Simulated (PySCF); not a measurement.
Level of theory: PySCF 2.14.0 with CAM-B3LYP-D3(BJ)/def2-TZVP. Gas-phase values, no solvent. One relaxed conformer stands for a flexible species; it need not be the lowest. 

Reference species (SMILES): `[OH]` (neutral, multiplicity 2).

```yaml
highest_occupied_spin_orbital: -10.72 eV
```

Changed species: `I[B]O` (H–O–B–I torsion 0°) (radical fragment; the reference has radical fragment).

What does the change do to the highest occupied spin orbital?

the highest occupied spin orbital rises by 3.38 eV, to -7.34 eV.
